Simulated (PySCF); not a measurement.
Ligands exchanged one at a time, B Cl-SH. All species are isolated molecules in the gas phase. One relaxed conformer stands for each flexible species; it need not be the lowest. Strings in code marks are SMILES.

The four lowest singlet excitations (Tamm–Dancoff). Method: B3LYP-D3(BJ)/def2-TZVP run with PySCF 2.14.0. B3LYP has the VWN-RPA correlation part, as in Gaussian. Excitations are Tamm–Dancoff values on a coarser integration grid. The basis has no diffuse functions, so Rydberg states are missing or too high.

| state | energy (eV) | wavelength (nm) | oscillator strength |
|---|---|---|---|
| S1 | 5.65 | 220 | 0.000 |
| S2 | 5.65 | 220 | 0.000 |
| S3 | 5.98 | 207 | 0.203 |
| S4 | 5.98 | 207 | 0.203 |

Problem. Identify which member gives these states.
A) `ClB(Cl)Cl`
B) `SB(Cl)Cl` (H–S–B–Cl torsion 0°)
C) `SB(S)Cl` (H–S–B–Cl torsion 180°, Cl–B–S–H torsion 0°)
D) `SB(S)S`

Solution. D, `SB(S)S`
